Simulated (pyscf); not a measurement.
Thermochemistry of product channels of Cl–Zn–Cl + HF on the singlet surface, in kcal/mol, from CCSD(T)/def2-TZVPP + ΔMP2(QZVPP) energies (ideal gas, 1 atm, RRHO with modes under 100 cm⁻¹ raised to 100, one conformer, R ln 2 for rigid chiral ones). PySCF, gas phase, ωB97X-D3(BJ)/def2-SVP geometries. MP2 and CC: frozen core, UHF for open shells. ΔMP2 is the change of the MP2 total energy from the triple- to the quadruple-zeta basis.

```csv
products,ΔE,ΔH(298 K),ΔG(298 K),ΔG(900 K)
HCl + F–Zn–Cl,+16.1,+14.8,+14.3,+13.3
F–Cl + Cl–ZnH,+102.1,+99.7,+98.9,+97.5
```

These are energies of the channels, which say nothing of barriers. The CCSD(T) − MP2 part came from Ansatz, without density fitting, on the same reference. The frozen core leaves the outer d or s,p core shells of the metals and heavy elements correlated in the MP2 and CC values, and def2-TZVPP describes them poorly, which can shift differences by a few kcal/mol. Elements up to Kr have no core potential and no relativistic terms here.
